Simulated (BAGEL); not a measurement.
# SiH3OF (SMILES O[SiH2]F) at HF/3-21G (density fitting with qzvpp-jkfit)

Aim: the energy change on altering one bond length of SiH3OF at HF/3-21G (density fitting with qzvpp-jkfit), from 2 runs. 

Program for the calculation: BAGEL 1.2.2.

5 further runs of the same task are left out: 3 that didn't finish, 2 set aside as unsound or not needed. Runs told in other sessions of the task aren't counted.

## 1. The structure to begin with

The species is SiH3OF (6 atoms), meant as a singlet with charge 0. SMILES: `O[SiH2]F`. The coordinates come from a PBE0-D4/def2-TZVP relaxation. This is one conformer, not always the lowest.

Bond lengths: O1–Si2 1.630 Å, Si2–F3 1.596 Å, O1–H4 0.958 Å, Si2–H5 1.474 Å, Si2–H6 1.482 Å. Angles: O1–Si2–F3 111.0°, O1–Si2–H5 106.4°, O1–Si2–H6 111.7°, F3–Si2–H5 108.2°, F3–Si2–H6 106.0°, Si2–O1–H4 119.1°, H5–Si2–H6 113.7°.

## 2. A single-point energy at HF/3-21G (density fitting with qzvpp-jkfit)

Contents of calc.json:

```json
{ "bagel" : [

{
  "title" : "molecule",
  "basis" : "3-21g",
  "df_basis" : "qzvpp-jkfit",
  "angstrom" : true,
  "geometry" : [
    { "atom" : "O", "xyz" : [      -0.853500,      -0.209200,      -0.924100 ] },
    { "atom" : "Si", "xyz" : [       0.378300,      -0.009300,       0.123900 ] },
    { "atom" : "F", "xyz" : [       0.180800,      -0.922800,       1.417800 ] },
    { "atom" : "H", "xyz" : [      -1.714200,       0.150200,      -0.705600 ] },
    { "atom" : "H", "xyz" : [       1.595600,      -0.458500,      -0.575800 ] },
    { "atom" : "H", "xyz" : [       0.455100,       1.385600,       0.617600 ] }
  ]
},

{ "title" : "hf" },

{ "title" : "print", "file" : "orbitals.molden", "orbitals" : true }

]}
```

Launch:

```sh
$ BAGEL_NUM_THREADS=1 BAGEL calc.json > calc.out
```

Output:

```text
* using 1 threads per process

  ===============================================================
  ===============================================================

  *** Geometry ***

  { "atom" : "O", "xyz" : [     -1.612881,     -0.395331,     -1.746296 ] },
  { "atom" : "Si", "xyz" : [      0.714883,     -0.017574,      0.234137 ] },
  { "atom" : "F", "xyz" : [      0.341662,     -1.743839,      2.679254 ] },
  { "atom" : "H", "xyz" : [     -3.239369,      0.283837,     -1.333391 ] },
  { "atom" : "H", "xyz" : [      3.015247,     -0.866439,     -1.088104 ] },
  { "atom" : "H", "xyz" : [      0.860014,      2.618405,      1.167095 ] },

  Number of auxiliary basis functions:      336

  Since a DF basis is specified, we compute 2- and 3-index integrals:
    o Being stored without compression. Storage requirement is 0.004 GB

  Number of basis functions:       37
  Number of electrons      :       34

    * METHOD: MOLECULE                             0.06

  *** RHF ***

  === Nuclear Repulsion ===
   119.5284298049

      * DIIS with orbital gradients will be used.

  === RHF iteration (3-21g) ===
      0       -462.42823595          0.03783152           0.01
      1       -462.53767055          0.02153931           0.01
      2       -462.57979437          0.00132075           0.01
      3       -462.58016561          0.00029481           0.01
      4       -462.58017906          0.00011615           0.01
      5       -462.58018184          0.00002025           0.01
      6       -462.58018197          0.00000360           0.01
      7       -462.58018197          0.00000048           0.01
      8       -462.58018197          0.00000015           0.01
      9       -462.58018197          0.00000006           0.01
     10       -462.58018197          0.00000001           0.01
     11       -462.58018197          0.00000000           0.01
    * SCF iteration converged.

    * Permanent dipole moment:
           (    0.297006,    -0.776037,     0.056061) a.u.

    * METHOD: HF                                   0.16

    * METHOD: PRINT                                0.00

  ===============================================================
```

It took 0.36 s on 1 thread of Arm Neoverse V2, shared host.

## 3. The distorted shape

Contents of calc.json:

```json
{ "bagel" : [

{
  "title" : "molecule",
  "basis" : "3-21g",
  "df_basis" : "qzvpp-jkfit",
  "angstrom" : true,
  "geometry" : [
    { "atom" : "O", "xyz" : [      -1.038240,      -0.239180,      -1.081274 ] },
    { "atom" : "Si", "xyz" : [       0.378300,      -0.009300,       0.123900 ] },
    { "atom" : "F", "xyz" : [       0.180800,      -0.922800,       1.417800 ] },
    { "atom" : "H", "xyz" : [      -1.898940,       0.120220,      -0.862774 ] },
    { "atom" : "H", "xyz" : [       1.595600,      -0.458500,      -0.575800 ] },
    { "atom" : "H", "xyz" : [       0.455100,       1.385600,       0.617600 ] }
  ]
},

{
  "title" : "hf"
},

{
  "title" : "print",
  "file" : "orbitals.molden",
  "orbitals" : true
}

]}
```

Launch:

```sh
$ BAGEL_NUM_THREADS=1 BAGEL calc.json > calc.out
```

Output:

```text
* using 1 threads per process

  ===============================================================
  ===============================================================

  *** Geometry ***

  { "atom" : "O", "xyz" : [     -1.961989,     -0.451985,     -2.043312 ] },
  { "atom" : "Si", "xyz" : [      0.714883,     -0.017574,      0.234137 ] },
  { "atom" : "F", "xyz" : [      0.341662,     -1.743839,      2.679254 ] },
  { "atom" : "H", "xyz" : [     -3.588477,      0.227183,     -1.630407 ] },
  { "atom" : "H", "xyz" : [      3.015247,     -0.866439,     -1.088104 ] },
  { "atom" : "H", "xyz" : [      0.860014,      2.618405,      1.167095 ] },

  Number of auxiliary basis functions:      336

  Since a DF basis is specified, we compute 2- and 3-index integrals:
    o Being stored without compression. Storage requirement is 0.004 GB

  Number of basis functions:       37
  Number of electrons      :       34

    * METHOD: MOLECULE                             0.06

  *** RHF ***

  === Nuclear Repulsion ===
   113.0742649330

      * DIIS with orbital gradients will be used.

  === RHF iteration (3-21g) ===
      0       -462.38131033          0.04060219           0.01
      1       -462.50046231          0.02480648           0.01
      2       -462.55790767          0.00174504           0.01
      3       -462.55846706          0.00074970           0.01
      4       -462.55854069          0.00016650           0.01
      5       -462.55855119          0.00003400           0.01
      6       -462.55855169          0.00000737           0.01
      7       -462.55855171          0.00000172           0.01
      8       -462.55855171          0.00000084           0.01
      9       -462.55855171          0.00000027           0.01
     10       -462.55855171          0.00000009           0.01
     11       -462.55855171          0.00000003           0.01
     12       -462.55855171          0.00000001           0.01
    * SCF iteration converged.

    * Permanent dipole moment:
           (    0.016969,    -0.798449,    -0.094656) a.u.

    * METHOD: HF                                   0.17

    * METHOD: PRINT                                0.00

  ===============================================================
```

Run time: 0.36 s. Hardware: 1 thread of Arm Neoverse V2, shared host.

## 4. What came out

At HF/3-21G (density fitting with qzvpp-jkfit):

| quantity | value |
| --- | --- |
| first shape: total energy | -462.58018 Eh |
| first shape: dipole moment | 2.12 D |
| first shape: HOMO energy | -12.90 eV |
| first shape: LUMO energy | 5.10 eV |
| first shape: HOMO–LUMO gap | 18.00 eV |
| distorted shape: total energy | -462.55855 Eh |
| distorted shape: dipole moment | 2.04 D |
| distorted shape: HOMO energy | -12.77 eV |
| distorted shape: LUMO energy | 4.61 eV |
| distorted shape: HOMO–LUMO gap | 17.38 eV |
| energy change with the O1–Si2 bond stretched from 1.630 to 1.874 Å | 0.589 eV |

**Reading.** With the O1–Si2 bond stretched from 1.630 to 1.874 Å the energy rises by 0.59 eV (56.8 kJ/mol). The first shape isn't relaxed at this level, so the change isn't measured from a minimum.
